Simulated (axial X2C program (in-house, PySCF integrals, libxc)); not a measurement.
# Outer orbitals of AlCl at 2.158 Å, PBE0

All values were computed with an in-house relativistic program for diatomic molecules. Spin-free means the one-electron spin-free X2C Hamiltonian; two-component (2c) means X2C with spin–orbit coupling and atomic mean-field two-electron Coulomb and Gaunt terms, so the difference of the two also holds small scalar two-electron terms. Basis: Cl dyall-av3z [9s8p3d2f], Al dyall-v3z [8s8p2d1f] (cores contracted in-house); Gaussian nuclei, density fitting, unrestricted open shells. Masses: Cl 34.969 u, Al 26.982 u.

The distance is close to the 2c PBE0 minimum; the highest filled and lowest empty levels are listed.

Spin-free orbitals, state M_S = 0, Λ = 0 (closed shell) (Löwdin shares):

| symmetry | occupied | ε (eV) | atomic character |
| --- | --- | --- | --- |
| σα | yes | -22.48 | 81% Cl s, 7% Al p, 6% Al d |
| σα | yes | -11.34 | 70% Cl p, 21% Al s, 4% Cl s |
| π-α | yes | -9.21 | 89% Cl p, 5% Al p, 4% Al d |
| π+α | yes | -9.21 | 89% Cl p, 5% Al p, 4% Al d |
| σα | yes | -7.05 | 49% Al s, 24% Al p, 18% Cl p |
| π-α | no | -1.71 | 81% Al p, 8% Cl d, 6% Cl p |
| π+α | no | -1.71 | 81% Al p, 8% Cl d, 6% Cl p |
| σα | no | 0.13 | 61% Al p, 18% Al d, 10% Cl s |
| σα | no | 1.53 | 40% Al s, 37% Cl s, 10% Al p |

One partner of each degenerate Kramers or spin pair is listed.

Spinors with spin–orbit coupling (state Ω = 0):

```json
{"ω": "1/2", "occupied": "yes", "ε (eV)": "-22.48", "atomic character": "81% Cl s, 7% Al p, 6% Al d", "λ mixture": "100% σ"}
{"ω": "1/2", "occupied": "yes", "ε (eV)": "-11.34", "atomic character": "70% Cl p, 21% Al s, 4% Cl s", "λ mixture": "100% σ"}
{"ω": "1/2", "occupied": "yes", "ε (eV)": "-9.24", "atomic character": "89% Cl p, 5% Al p, 4% Al d", "λ mixture": "100% π"}
{"ω": "3/2", "occupied": "yes", "ε (eV)": "-9.17", "atomic character": "89% Cl p, 5% Al p, 4% Al d", "λ mixture": "100% π"}
{"ω": "1/2", "occupied": "yes", "ε (eV)": "-7.05", "atomic character": "49% Al s, 24% Al p, 18% Cl p", "λ mixture": "100% σ"}
{"ω": "1/2", "occupied": "no", "ε (eV)": "-1.71", "atomic character": "81% Al p, 8% Cl d, 6% Cl p", "λ mixture": "100% π"}
{"ω": "3/2", "occupied": "no", "ε (eV)": "-1.70", "atomic character": "81% Al p, 8% Cl d, 6% Cl p", "λ mixture": "100% π"}
{"ω": "1/2", "occupied": "no", "ε (eV)": "0.13", "atomic character": "61% Al p, 18% Al d, 10% Cl s", "λ mixture": "100% σ"}
{"ω": "1/2", "occupied": "no", "ε (eV)": "1.54", "atomic character": "41% Al s, 36% Cl s, 10% Al p", "λ mixture": "100% σ"}
```

One partner of each degenerate Kramers or spin pair is listed.

Mulliken charges and populations of the two-component result (they depend on the basis, above all on diffuse functions):

Cl -0.27 e (s 5.92 p 11.32 d 0.03), Al 0.27 e (s 5.88 p 6.70 d 0.13 f 0.02).

Occupations by symmetry block were frozen at the best pattern of an incomplete PBE0 search.
